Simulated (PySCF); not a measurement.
**Level sweep**

Compound: boron monofluoride, BF (singlet state).
Z-matrix (Å and degrees, PBE0-D3(BJ)/def2-SVP geometry), rows numbered from 1:
```
B 
F   1  1.2630
```

PySCF, dipoles from the SCF density, polarisabilities from static response with core orbitals frozen. Isolated species at its PBE0-D3(BJ)/def2-SVP geometry, gas phase.

Reference dipole: 0.500 D (measured, gas; NIST CCCBDB Release 22 (SRD 101), experimental dipoles). Reference dipole: 0.819 D (computed, CCSD(T)/CBS, all electrons, equilibrium geometry, gas; Hait, Head-Gordon, J. Chem. Theory Comput. 14 (2018) 1969). Reference dipole: 0.500 D (measured, gas; Liu, Meijer, Perez-Rios, Phys. Chem. Chem. Phys. 22 (2020) 24191). Reference polarisability: 2.862 Å³ (computed, CCSD(T)/CBS, static electronic, isotropic average, equilibrium geometry, gas; Hait, Head-Gordon, Phys. Chem. Chem. Phys. 20 (2018) 19800). Errors are taken against the first value of each kind. The anisotropy is √(½[(α1 − α2)² + (α2 − α3)² + (α3 − α1)²]).

```tsv
level	μ (D)	error (%)	α (Å³)	error (%)	anisotropy (Å³)
LDA/def2-SVPD	1.085	+116.9	3.06	+6.8	0.30
PBE/def2-SVPD	1.080	+116.1	3.01	+5.1	0.27
B3LYP/def2-SVPD	0.986	+97.1	2.94	+2.6	0.34
PBE0/def2-SVPD	1.015	+103.0	2.92	+2.1	0.37
BHandHLYP/def2-SVPD	0.916	+83.2	2.85	-0.3	0.45
CAM-B3LYP/def2-SVPD	0.984	+96.8	2.92	+1.9	0.37
wB97X-D/def2-SVPD	1.025	+104.9	2.97	+3.8	0.43
LC-wPBE/def2-SVPD	1.078	+115.6	2.89	+0.8	0.39
HF/def2-SVPD	0.906	+81.2	2.82	-1.5	0.62
PBE0/6-31G*	1.101	+120.2	2.21	-22.6	0.26
PBE0/def2-SVP	1.202	+140.3	2.57	-10.2	0.39
PBE0/6-31+G*	0.964	+92.7	2.92	+1.9	0.19
PBE0/aug-cc-pVDZ	1.013	+102.6	2.96	+3.3	0.30
PBE0/def2-TZVP	1.013	+102.6	2.88	+0.6	0.37
PBE0/def2-TZVPD	1.000	+100.0	3.01	+5.0	0.38
PBE0/aug-cc-pVTZ	0.998	+99.6	3.01	+5.1	0.37
```

For the dipole, the smallest error is 81.2% (HF/def2-SVPD) and the largest 140.3% (PBE0/def2-SVP). Even the closest misses by 81%. For the polarisability, the smallest error is 0.3% (BHandHLYP/def2-SVPD) and the largest 22.6% (PBE0/6-31G*). The dipole runs from 0.91 D (HF/def2-SVPD) to 1.20 D (PBE0/def2-SVP). In one basis (def2-SVPD) the functionals order the polarisability from HF (lowest) to LDA (highest), a spread of 8%. With PBE0 the polarisability is 2.55 Å³ without diffuse functions (mean of 6-31G*, def2-SVP and def2-TZVP) and 2.96 Å³ with them (mean of 6-31+G*, def2-SVPD, aug-cc-pVDZ, def2-TZVPD and aug-cc-pVTZ). Measured values can belong to vibrating molecules; the computed ones are for one fixed geometry.
